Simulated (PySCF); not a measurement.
## Neon: a sound run and one with changed settings

Sound run: Ne [Ne], Ne⁺ [He] 2s2 2p5. All numbers are calculated (PySCF 2.14, the spin-free X2C one-electron Hamiltonian (Gaussian nucleus), in cc-pVDZ-DK (3s2p1d, 14 functions)). The sound run starts from symmetry-adapted Hartree-Fock orbitals and uses a fine grid where one is needed.

A second run was set up differently.

```csv
species,method,sound run (hartree),changed run (hartree),converged
Ne,UHF,-128.62519,-128.62519,yes
Ne,BP86,-129.04239,-129.04239,yes
Ne,M06-2X,-129.01649,-129.01649,yes
Ne⁺,UHF,-127.90320,-127.90320,yes
Ne⁺,BP86,-128.25815,-128.30576,yes
Ne⁺,M06-2X,-128.23740,-128.23643,yes
```

Ionisation energy of Ne:

```json
{"method": "UHF", "sound run (eV)": "19.646", "changed run (eV)": "19.646"}
{"method": "BP86", "sound run (eV)": "21.340", "changed run (eV)": "20.045"}
{"method": "M06-2X", "sound run (eV)": "21.200", "changed run (eV)": "21.227"}
```

Q: What was changed?
A. angular grid far too coarse
B. minimal basis
C. level shift left on
D. all electrons correlated in a valence basis

A: A. It used 6 angular points. A coarse angular grid integrates products of high-l functions wrongly, so density functionals can shift, and the SCF can exploit the error; Hartree-Fock and MP2 need no grid.
